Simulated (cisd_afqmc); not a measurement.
Input (AFQMC/CISD/aug-cc-pVDZ; cisd_afqmc is a phaseless AFQMC code with CISD trial states that reads the integrals written by Ansatz):

Ansatz 0.2 input:
```python
import cisd_afqmc

open("ham.yaml", "w").write("""\
crystal:
  periodic: [false, false, false]
  atoms:
    - {symbol: C, position_ang: [-0.00000000, -0.00000000, -0.47198407]}
    - {symbol: C, position_ang: [0.00000000, 0.00000000, 0.72801579]}
    - {symbol: H, position_ang: [-0.00000000, -0.00000000, -1.53619029]}
basis:
  gaussian:
    orbitals: aug-cc-pVDZ
magnetization: {spin_polarized: true, initial_magnetization: 1}
correlation: {method: ccsd, electrons: outside_noble_gas, hamiltonian_folder: ham}
""")
rep = cisd_afqmc.ansatz("ham.yaml")
e_ccsd = rep["correlation"]["coupled_cluster"]["energy"]["hartree"]
out = cisd_afqmc.run("ham", e_ccsd, trial="CISD", walkers=100, populations=8, threads=8, dt=0.005, steps=40, early=24, settle=10, least=32,
    cut=5e-5, rank_cut=2e-4, target=0.0004, seconds=1500, seed=1, memory=17280, gpu=False)
```

Output:

```
orbitals 53, occupied [5, 4], factors 250 of 565, rank of the doubles 185 of 436
E(HF) = -76.158685
E(CCSD) on the cut factors = -76.395999, shift to the whole factors -0.000017
Energy of the trial state on the determinant = -76.395974
  tau behind 7.2 of longer steps, mean of the populations' last blocks
   2.0  -76.40911
   4.0  -76.40723
   6.0  -76.40663
   8.0  -76.40766
  10.0  -76.40812
  12.0  -76.40646
  14.0  -76.40677
  16.0  -76.40807
  18.0  -76.40759
  20.0  -76.40490
blocks 777 (0 outliers left out), error by blocks joined: 1: 0.00019, 2: 0.00024, 4: 0.00029, 8: 0.00034, 16: 0.00039
E(AFQMC/CISD) = -76.40706 +/- 0.00039
```

The determinant is spin-contaminated: <S^2> is 1.10, 0.35 over the pure value.
